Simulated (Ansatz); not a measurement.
Predict the output of the script below (the Python package of Ansatz (0.2.0)).

Input file `bfh4si.xyz`:
```text
7

B    -0.87890    0.23160   -0.63980
Si    0.61890   -0.15220    0.43310
F     0.65240   -1.81240    0.68200
H    -1.57380   -0.57470   -1.01960
H    -1.14780    1.39070   -0.96550
H     0.52140    0.56300    1.72370
H     1.86900    0.28610   -0.25980
```

`relaxed_scan_bfh4si.py`:
```python
import warnings

import ansatz as az
import numpy as np

warnings.simplefilter('ignore', az.DeckWarning)

system = az.Crystal.molecule_from_extxyz('bfh4si.xyz')

setup = (
    system.calculation()
    .basis(gaussian='def2-SVP')
    .functional('b3lyp')
)
symbols = [site.symbol for site in system.cartesian_sites]
pairs = [(0, 1), (0, 3), (0, 4), (1, 2), (1, 5), (1, 6)]
print('held (A)   E (eV)        ', '  '.join(f'{symbols[i]}{i}-{symbols[j]}{j}' for i, j in pairs))
for length in [1.04, 1.13, 1.22, 1.36, 1.53]:
    data = setup.relax(constraints=[az.DistanceConstraint((0, 3), at=length)], force_tolerance=0.02, max_steps=60).run(threads=1).report
    xyz = np.array(data['positions_ang'])
    print(f'{length:6.2f} {data["free_energy_ev"]:14.5f}  ', '  '.join(f'{np.linalg.norm(xyz[i] - xyz[j]):.3f}' for i, j in pairs))
```

```console
$ python relaxed_scan_bfh4si.py
held (A)   E (eV)         B0-Si1  B0-H3  B0-H4  Si1-F2  Si1-H5  Si1-H6
  1.04   -11331.21545   2.006  1.040  1.208  1.638  1.495  1.495
  1.13   -11331.56439   2.007  1.130  1.208  1.637  1.495  1.495
  1.22   -11331.63593   2.008  1.220  1.207  1.636  1.495  1.495
  1.36   -11331.41779   2.006  1.360  1.207  1.635  1.495  1.495
  1.53   -11330.88336   2.004  1.530  1.205  1.633  1.494  1.494
```

Total energies depend on the basis set; only differences at equal settings carry meaning. The energies are electronic: no zero-point or thermal terms, and the basis set is short of its limit. b3lyp holds the VWN-RPA fit, as in Gaussian; the form of ORCA and Turbomole is b3lyp5. The script silences the warnings on its input, which a real study should read. Hardware and time: 20 s on 1 thread of AMD EPYC 9R45 96-Core Processor (Zen 5), on a shared host, peak memory 0.22 GiB.

(Lines on the test bed's own set-up are left out of the output.)
